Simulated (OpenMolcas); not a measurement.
# H3NO (hydroxylamine), step by step

Wanted: a single-point energy (UHF/STO-3G), then a single-point energy (CASSCF(2,2)/STO-3G), then a single-point energy (CASPT2(2,2)/STO-3G), then the energy (SC-NEVPT2(2,2)/STO-3G), then the energy (MRCI(2,2)/STO-3G) of H3NO (hydroxylamine). 

Program for the calculation: OpenMolcas 26.06.

2 further runs of the same task are left out: 2 that didn't finish.

### Step 1. The structure to begin with

H3NO has 5 atoms, charge 0, and is taken as a singlet. As SMILES, `NO`. The N1–H3 distance was set to 2.540 Å, away from the relaxed value. At this shape a bond of the SMILES string is far longer than usual.

Bond lengths: N1–O2 1.422 Å, N1–H4 1.016 Å, O2–H5 0.960 Å. Angles: N1–O2–H5 102.8°, O2–N1–H4 104.5°.

### Step 2. A single-point energy at UHF/STO-3G (run 1)

step1.input

```
&gateway
 baslib=$CurrDir
 coord
 5
 angstrom
 N       -0.168765       0.881832      -1.203099
 O        0.360815       1.909162      -0.373869
 H       -0.162690      -1.190020       0.266770
 H       -1.145295       1.133282      -1.328139
 H        1.101365       2.238222      -0.889369
 basis=STO-3G
 group=NoSym

&seward

&scf
 uhf
 scramble=0.25
 prorbitals=1 1
```

The basis set STO-3G is read from a file made from the Basis Set Exchange's data (not shown).

Started as:

```
$ export MOLCAS_MEM=1860
$ pymolcas step1.input > step1.log
```

The log of the run:

```text
--- Start Module: gateway ---
[...]
--- Stop Module: gateway /rc=_RC_ALL_IS_WELL_ ---
--- Start Module: seward ---
[...]
      Basis functions           13
--- Stop Module: seward /rc=_RC_ALL_IS_WELL_ ---
--- Start Module: scf ---
[...]
       Convergence after  20 Iterations
[...]
::    Total SCF energy                               -129.1281227713
[...]
      Total spin, S                                     0.6181279693
[...]
      Total electronic charge=   18.000000
      Total            charge=   -0.000000
[...]
      Dipole Moment (debye):
      Origin of the operator (angstrom)=    0.0969    1.3653   -0.7508
                   X= -2.0669E-01               Y=  1.0112E+00               Z= -7.7696E-01           Total=  1.2918E+00
      Quadrupole Moment (debye*angstrom):
[...]
--- Stop Module: scf /rc=_RC_ALL_IS_WELL_ ---
[...]
```

Run time: 1.1 s. Hardware: 1 thread of Intel Xeon 6975P-C (Granite Rapids), shared host; peak memory 0.37 GiB.

### Step 3. The energy at CASSCF(2,2)/STO-3G (run 2)

step2.input

```
&GATEWAY
 BASLIB
 $CurrDir
 COORD
 5
 angstrom
 N       -0.168765       0.881832      -1.203099
 O        0.360815       1.909162      -0.373869
 H       -0.162690      -1.190020       0.266770
 H       -1.145295       1.133282      -1.328139
 H        1.101365       2.238222      -0.889369
 BASIS
 STO-3G
 GROUP
 NoSym

&SEWARD

&RASSCF
 FILEORB
 $CurrDir/step1.UnaOrb
 SPIN
 1
 NACTEL
 2 0 0
 INACTIVE
 8
 RAS2
 2
 ORBLISTING
 Nothing
 ORBAPPEAR
 Compact
```

The basis set STO-3G is read from a file made from the Basis Set Exchange's data (not shown).

Started as:

```
$ export MOLCAS_MEM=1860
$ pymolcas step2.input > step2.log
```

The log of the run:

```text
--- Start Module: gateway ---
[...]
--- Stop Module: gateway /rc=_RC_ALL_IS_WELL_ ---
--- Start Module: seward ---
[...]
      Basis functions           13
--- Stop Module: seward /rc=_RC_ALL_IS_WELL_ ---
--- Start Module: rasscf ---
[...]
      Number of active orbitals                  2
[...]
      Spin quantum number                      0.0
[...]
      Active orbitals                            2
[...]
      Number of CSFs                             3
[...]
      Number of root(s) required                 1
[...]
      Convergence after 10 iterations
[...]
      printout of CI-coefficients larger than  0.05 for root  1
      energy=    -129.128164
      conf/sym  11     Coeff  Weight
             1  20  -0.77604 0.60223
             3  02   0.63069 0.39777
      Natural orbitals and occupation numbers for root  1
      sym 1:   1.204462   0.795538
      ************************************************************************************************************************
      *                                                    Final results                                                     *
[...]
::    RASSCF root number  1 Total energy:   -129.12816408
[...]
      Total electronic charge=   18.000000
      Total            charge=   -0.000000
[...]
      Dipole Moment (debye):
      Origin of the operator (angstrom)=    0.0969    1.3653   -0.7508
                   X= -2.1446E-01               Y=  9.8712E-01               Z= -7.5729E-01           Total=  1.2625E+00
      Quadrupole Moment (debye*angstrom):
[...]
--- Stop Module: rasscf /rc=_RC_ALL_IS_WELL_ ---
[...]
```

Wall time 0.98 s (1 thread of Intel Xeon 6975P-C (Granite Rapids), shared host); peak memory 0.37 GiB.

### Step 4. The energy at CASPT2(2,2)/STO-3G (run 3)

step3.inp

```
&GATEWAY
 BasLib
 $CurrDir
 Coord
 5
 angstrom
 N       -0.168765       0.881832      -1.203099
 O        0.360815       1.909162      -0.373869
 H       -0.162690      -1.190020       0.266770
 H       -1.145295       1.133282      -1.328139
 H        1.101365       2.238222      -0.889369
 Basis
 STO-3G
 Group
 NoSym

&SEWARD

&RASSCF
 FileOrb
 $CurrDir/step2.RasOrb
 Spin
 1
 Nactel
 2 0 0
 Inactive
 8
 Ras2
 2
 OrbListing
 Nothing
 OrbAppear
 Compact

&CASPT2
 Imaginary
 0.1
 Frozen
 2
```

The basis set STO-3G is read from a file made from the Basis Set Exchange's data (not shown).

Started as:

```
$ export MOLCAS_MEM=1860
$ pymolcas step3.inp > step3.log
```

The log of the run:

```text
--- Start Module: gateway ---
[...]
--- Stop Module: gateway /rc=_RC_ALL_IS_WELL_ ---
[...]
      Basis functions           13
[...]
--- Start Module: rasscf ---
[...]
      Number of active orbitals                  2
[...]
      Spin quantum number                      0.0
[...]
      Active orbitals                            2
[...]
      Number of CSFs                             3
[...]
      Number of root(s) required                 1
[...]
      Convergence after  4 iterations
[...]
      printout of CI-coefficients larger than  0.05 for root  1
      energy=    -129.128164
      conf/sym  11     Coeff  Weight
             1  20  -0.77604 0.60223
             3  02   0.63069 0.39777
      Natural orbitals and occupation numbers for root  1
      sym 1:   1.204462   0.795538
      ************************************************************************************************************************
      *                                                    Final results                                                     *
[...]
::    RASSCF root number  1 Total energy:   -129.12816408
[...]
      Total electronic charge=   18.000000
      Total            charge=   -0.000000
[...]
      Dipole Moment (debye):
      Origin of the operator (angstrom)=    0.0969    1.3653   -0.7508
                   X= -2.1445E-01               Y=  9.8711E-01               Z= -7.5729E-01           Total=  1.2625E+00
      Quadrupole Moment (debye*angstrom):
[...]
--- Stop Module: rasscf /rc=_RC_ALL_IS_WELL_ ---
--- Start Module: caspt2 ---
[...]
 ###    WARNING: User changed nr of frozen orbitals.                         ###
 ###############################################################################
[...]
      E2 (Variational):          -0.0721644892
      Total energy:            -129.2003285672
[...]
      Reference weight:           0.97006
[...]
::    CASPT2 Root  1     Total energy:   -129.20032857
[...]
--- Stop Module: caspt2 /rc=_RC_ALL_IS_WELL_ ---
[...]
```

Wall time 0.98 s (1 thread of Intel Xeon 6975P-C (Granite Rapids), shared host); peak memory 0.37 GiB.

### Step 5. A single-point energy at SC-NEVPT2(2,2)/STO-3G (run 4)

step4.inp

```
>>> EXPORT MOLCAS_PRINT=2

&GATEWAY
 BasLib = $CurrDir
 Coord
 5
 angstrom
 N       -0.168765       0.881832      -1.203099
 O        0.360815       1.909162      -0.373869
 H       -0.162690      -1.190020       0.266770
 H       -1.145295       1.133282      -1.328139
 H        1.101365       2.238222      -0.889369
 Basis = STO-3G
 Group = NoSym

&SEWARD

&RASSCF
 FileOrb = $CurrDir/step2.RasOrb
 Spin = 1
 Nactel = 2 0 0
 Inactive = 8
 Ras2 = 2
 OrbListing = Nothing
 OrbAppear = Compact

&CASPT2
 SC-NEVPT2
 Frozen = 2
```

The basis set STO-3G is read from a file made from the Basis Set Exchange's data (not shown).

Started as:

```
$ export MOLCAS_MEM=1860
$ pymolcas step4.inp > step4.log
```

The log of the run:

```text
--- Start Module: gateway ---
[...]
--- Stop Module: gateway /rc=_RC_ALL_IS_WELL_ ---
[...]
      Basis functions           13
[...]
--- Start Module: rasscf ---
[...]
      Number of active orbitals                  2
[...]
      Spin quantum number                      0.0
[...]
      Active orbitals                            2
[...]
      Number of CSFs                             3
[...]
      Number of root(s) required                 1
[...]
      Convergence after  4 iterations
[...]
      printout of CI-coefficients larger than  0.05 for root  1
      energy=    -129.128164
      conf/sym  11     Coeff  Weight
             1  20  -0.77604 0.60223
             3  02   0.63069 0.39777
      Natural orbitals and occupation numbers for root  1
      sym 1:   1.204462   0.795538
      ************************************************************************************************************************
      *                                                    Final results                                                     *
[...]
::    RASSCF root number  1 Total energy:   -129.12816408
[...]
      Total electronic charge=   18.000000
      Total            charge=   -0.000000
[...]
      Dipole Moment (debye):
      Origin of the operator (angstrom)=    0.0969    1.3653   -0.7508
                   X= -2.1445E-01               Y=  9.8711E-01               Z= -7.5729E-01           Total=  1.2625E+00
      Quadrupole Moment (debye*angstrom):
[...]
--- Stop Module: rasscf /rc=_RC_ALL_IS_WELL_ ---
--- Start Module: caspt2 ---
[...]
 ###    WARNING: User changed nr of frozen orbitals.                         ###
 ###############################################################################
[...]
      E2 (Variational):          -0.0713680862
[...]
      E2 (Variational):          -0.0713412995
      Total energy:            -129.1995053775
[...]
      Reference weight:           0.97078
[...]
::    SC-NEVPT2 Root  1     Total energy:   -129.19950538
[...]
--- Stop Module: caspt2 /rc=_RC_ALL_IS_WELL_ ---
[...]
```

Wall time 1 s (1 thread of Intel Xeon 6975P-C (Granite Rapids), shared host); peak memory 0.37 GiB.

### Step 6. A single-point energy at MRCI(2,2)/STO-3G (run 5)

step5.input

```
* H3NO MRCI
&gateway
baslib=$CurrDir
coord
5
angstrom
N       -0.168765       0.881832      -1.203099
O        0.360815       1.909162      -0.373869
H       -0.162690      -1.190020       0.266770
H       -1.145295       1.133282      -1.328139
H        1.101365       2.238222      -0.889369
basis=STO-3G
group=NoSym
&seward
&rasscf
fileorb=$CurrDir/step2.RasOrb
spin=1
nactel=2 0 0
inactive=8
ras2=2
orblisting=Nothing
orbappear=Compact
&motra
lumorb
frozen=2
&guga
electrons=14
spin=1
inactive=6
active=2
ciall=1
&mrci
sdci
```

The basis set STO-3G is read from a file made from the Basis Set Exchange's data (not shown).

Started as:

```
$ export MOLCAS_MEM=1860
$ pymolcas step5.input > step5.log
```

The log of the run:

```text
--- Start Module: gateway ---
[...]
--- Stop Module: gateway /rc=_RC_ALL_IS_WELL_ ---
[...]
      Basis functions           13
[...]
      Number of active orbitals                  2
[...]
      Spin quantum number                      0.0
[...]
      Active orbitals                            2
[...]
      Number of CSFs                             3
[...]
      Number of root(s) required                 1
[...]
      Convergence after  4 iterations
[...]
      printout of CI-coefficients larger than  0.05 for root  1
      energy=    -129.128164
      conf/sym  11     Coeff  Weight
             1  20  -0.77604 0.60223
             3  02   0.63069 0.39777
      Natural orbitals and occupation numbers for root  1
      sym 1:   1.204462   0.795538
      ************************************************************************************************************************
      *                                                    Final results                                                     *
[...]
::    RASSCF root number  1 Total energy:   -129.12816408
[...]
      Dipole Moment (debye):
      Origin of the operator (angstrom)=    0.0969    1.3653   -0.7508
                   X= -2.1445E-01               Y=  9.8711E-01               Z= -7.5729E-01           Total=  1.2625E+00
      Quadrupole Moment (debye*angstrom):
[...]
      *** WARNING: Default frozen orbitals is overwritten by user input.
      *** Default values:   2
[...]
--- Start Module: guga ---
[...]
--- Stop Module: guga /rc=_RC_ALL_IS_WELL_ ---
--- Start Module: mrci ---
[...]
       (But an ACPF correction will be computed)
       USE THE DEFAULT ACPF G-VALUE GFAC=  0.14285714285714285
[...]
                      CI ENERGY:  -129.22369536
[...]
                ACPF CORRECTION:    -0.00531710
[...]
      Total electronic charge=   18.000000
      Total            charge=   -0.000000
[...]
     ACPF CORRECTION:     -0.00531710
[...]
  CI State   1     Total energy:   -129.22369536     QDav:     -0.00626137     QACPF:     -0.00531710
[...]
--- Stop Module: mrci /rc=_RC_ALL_IS_WELL_ ---
[...]
```

Wall time 1.1 s (1 thread of Intel Xeon 6975P-C (Granite Rapids), shared host); peak memory 0.37 GiB.

### Step 7. Results

```
                                                    quantity          value
                             run 1, UHF/STO-3G: total energy  -129.12812 Eh
                            run 1, UHF/STO-3G: dipole moment         1.29 D
                              run 1, UHF/STO-3G: HOMO energy       -9.22 eV
                              run 1, UHF/STO-3G: LUMO energy        8.33 eV
                            run 1, UHF/STO-3G: HOMO–LUMO gap       17.54 eV
                                     run 1, UHF/STO-3G: ⟨S²⟩          1.000
                     run 2, CASSCF(2,2)/STO-3G: total energy  -129.12816 Eh
   run 2, CASSCF(2,2)/STO-3G: dipole moment (CASSCF density)         1.26 D
                     run 3, CASPT2(2,2)/STO-3G: total energy  -129.20033 Eh
   run 3, CASPT2(2,2)/STO-3G: dipole moment (CASSCF density)         1.26 D
                  run 4, SC-NEVPT2(2,2)/STO-3G: total energy  -129.19951 Eh
run 4, SC-NEVPT2(2,2)/STO-3G: dipole moment (CASSCF density)         1.26 D
                       run 5, MRCI(2,2)/STO-3G: total energy  -129.22370 Eh
     run 5, MRCI(2,2)/STO-3G: dipole moment (CASSCF density)         1.26 D
```

What this shows: ⟨S²⟩ (run 1, UHF/STO-3G) is 1.00 where a pure singlet has 0.00: the reference is spin-contaminated. Mulliken charges (run 1, UHF/STO-3G) run from -0.24 on O2 to +0.22 on H5; they depend strongly on the basis. Mulliken charges (run 2, CASSCF(2,2)/STO-3G) run from -0.24 on O2 to +0.22 on H5. Mulliken charges (run 3, CASPT2(2,2)/STO-3G) of the CASSCF density run from -0.24 on O2 to +0.22 on H5; they depend strongly on the basis. Mulliken charges (run 5, MRCI(2,2)/STO-3G) of the CASSCF density run from -0.24 on O2 to +0.22 on H5; they depend strongly on the basis.
